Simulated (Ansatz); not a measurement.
**Match the barriers**

Saddle point of CH8Si, singlet (SiH₄ + CH₄ → CH₆Si ([CH3][SiH3]) + H₂; bonds formed: Si1–C7, H2–H6; bonds broken: Si1–H2, H6–C7), PBE0-D4/def2-TZVP structure:

Si1  (-0.238, -0.784, -0.602)
H2  (0.359, 0.491, -1.574)
H3  (0.892, -1.600, -1.120)
H4  (-0.681, -1.585, 0.610)
H5  (-1.499, -0.680, -1.384)
H6  (0.338, 0.742, -0.462)
C7  (0.190, 0.738, 0.888)
H8  (0.854, 0.134, 1.505)
H9  (-0.810, 0.787, 1.316)
H10  (0.595, 1.757, 0.824)
(Å)

Program: Ansatz 0.2.0. Basis: def2-TZVPP, with def2-QZVPP for the basis limit. Cores are frozen in the correlated methods. Extrapolation: Hartree–Fock as exp(−7.88 √X), correlation as X^−2.97. Four methods, as single points on the PBE0-D4 structures, gave these electronic barriers from the start structure: 296.5, 313.4, 338.9, 416.3 kJ/mol.

Problem. The methods were, in alphabetical order, HF, MP2, PBE-D4, PBE0-D4. Which gave which? (A judgement: the text doesn't fix the answer.)

Solution. The calculation gives: PBE-D4 296.5; PBE0-D4 313.4; MP2 338.9; HF 416.3 kJ/mol. For comparison, CCSD(T) at an estimated basis limit (MP2 extrapolated from triple and quadruple zeta, plus CCSD(T) − MP2 in triple zeta) gives 338.0 kJ/mol.

T1 diagnostic: at most 0.011. The start structure is not quite a true minimum (one mode of 36i cm⁻¹). The end structure is not quite a true minimum (one mode of 55i cm⁻¹).

Labels in which every atom is bracketed show which atoms are joined, not bond orders.

For scale, one of the runs: CCSD(T)/def2-TZVPP, 185 basis functions, launched by `ansatz run in.yaml --threads 2 --pin off --events-out ev --progress --plain --max-ram 4352MiB`. The run took 23 s on 2 CPU threads of an Arm Neoverse V2 (shared host), with 1.8 GiB of host memory at its peak.
